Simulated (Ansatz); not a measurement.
**SiCO+ (doublet): from Hartree-Fock to the top rungs, cc-pVTZ**

How much of the correlation energy of SiCO+ (doublet) does each wave-function method recover here?

The runs use Ansatz 0.2.0, Gaussian basis; cc-pVTZ, core rule «outside noble gas», up to 7 orbitals frozen.

The runs, in order: UHF; CCSD(T) on ROHF; CCSD(T) on UHF; BCCD(T) on ROHF; CCSDT(Q) on ROHF; CCSDT(Q) on UHF; CASSCF and NEVPT2, 13 electrons in 12 orbitals.

2 further runs of the same task are left out: 2 set aside as unsound or not needed.

### 1 The system

The geometry is a PBE0/def2-TZVP stationary point (not a proven minimum) of the parent state, kept for this charge and spin.

3 atoms, charge 1, spin multiplicity 2.

Atoms are counted from 1 here; the program's logs count them from 0.

Bond lengths: C1–O2 1.168 Å, O2–Si3 1.859 Å. Angles: C1–O2–Si3 180.0°.

### 2 UHF

File in.yaml:

```yaml
crystal:
  periodic: [false, false, false]
  atoms:
    - {symbol: C, position_ang: [0.000000, 0.000000, -1.398000]}
    - {symbol: O, position_ang: [0.000000, 0.000000, -0.230400]}
    - {symbol: Si, position_ang: [0.000000, 0.000000, 1.628400]}
basis:
  gaussian: {orbitals: cc-pVTZ}
total_charge: 1
magnetization: {spin_polarized: true, initial_magnetization: 1}
hamiltonian: {xc: hf}
output: {orbitals: {seedname: orbitals}}
```

Launch:

```bash
> ansatz run in.yaml --threads 1 --pin off --events-out ev --progress --plain --max-ram 3968MiB --backend cpu
```

The runs that follow: CCSD(T) on ROHF; CCSD(T) on UHF; BCCD(T) on ROHF; CCSDT(Q) on ROHF; CCSDT(Q) on UHF; CASSCF and NEVPT2, 13 electrons in 12 orbitals.

Q: Predict the results of all the runs planned. Wanted: UCCSDT(Q) below the RHF energy; RMP2 from UCCSDT(Q); UMP2 from UCCSDT(Q); RCCSD from UCCSDT(Q); RCCSD(T) from UCCSDT(Q); UCCSD(T) from UCCSDT(Q); RCCSDT(Q) from UCCSDT(Q); NEVPT2 valence from UCCSDT(Q); T1 diagnostic.

The runs gave:

```
                         quantity                      value
   UCCSDT(Q) below the RHF energy                -12.2182 eV
              RMP2 from UCCSDT(Q)                +1201.4 meV
              UMP2 from UCCSDT(Q)                +1223.4 meV
             RCCSD from UCCSDT(Q)                 +602.9 meV
          RCCSD(T) from UCCSDT(Q)                  +53.6 meV
          UCCSD(T) from UCCSDT(Q)                  +53.5 meV
         RCCSDT(Q) from UCCSDT(Q)                   +8.3 meV
    NEVPT2 valence from UCCSDT(Q)                +1781.6 meV
levels within 1 kcal/mol (43 meV)  RCCSDT, UCCSDT, RCCSDT(Q)
                    T1 diagnostic                      0.026
   effectively unpaired electrons                       1.05
```

**Reading.** RCCSD(T) misses by +53.6 meV, 0.4 % of the correlation energy. One determinant dominates. These misses are within one basis, not against nature; the frozen cores of restricted and unrestricted runs differ, which can shift their rows.
